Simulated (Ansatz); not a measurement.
hcp Re was calculated with LDA in Ansatz (PAW).

Run with plane-wave cutoff 520 eV, 18×18×12 k mesh (along the axes of the cell as run), Fermi–Dirac smearing 0.1 eV, perturbation theory, no spin polarisation, scalar-relativistic PAW data made under PBE.

Computed at the level's own relaxed cell.

```
CELL_PARAMETERS angstrom
      2.73772     0.00000     0.00000
     -1.36886     2.37094     0.00000
      0.00000     0.00000     4.41556
ATOMIC_POSITIONS crystal
  Re 0.66667 0.33333 0.75000
  Re 0.33333 0.66667 0.25000
```

Harmonic phonon frequencies (cm⁻¹; i marks an imaginary mode):

```tsv
q point	frequencies
Γ	0 0 0 110 120 120
M	114 119 124 173 201 208
K	132 157 157 164 194 194
A	?
L	?
H	?
```

Q: What belongs in the gaps?

A: 
- A, frequencies: 86 86 86 86 173 173
- L, frequencies: 106 106 129 129 196 196
- H, frequencies: 60 60 165 165 197 197

No imaginary mode appears at these points.

Ansatz is a program for electronic structure.
